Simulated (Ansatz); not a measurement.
For β-phase Ge (model structure), LDA (PAW; Ansatz, an electronic-structure program) gives:

- lattice parameter a: 5.086 Å
- c axis length: 2.771 Å

Problem. What does HSE06 in Ansatz (plane waves, PAW) give for the same quantities?

Solution. 
- lattice constant a: 5.099 Å (goes up by 0.3 %)
- lattice parameter c: 2.857 Å (increases by 3.1 %)

Changes are worked out from the printed values.

Unless a cell is named, each level is at its own relaxed cell (LDA 17.92, HSE06 18.57 Å³/atom).

Caveats: hybrids on metals are sensitive to the k mesh and can open a false gap (HSE06). Ansatz's density-functional and Hartree–Fock values are scalar-relativistic unless marked +SOC, with PAW data made under PBE.

A model structure was made by putting elements into a prototype or built by hand; it is no filed structure, need not be a known phase, and can be a saddle point held by its symmetry.
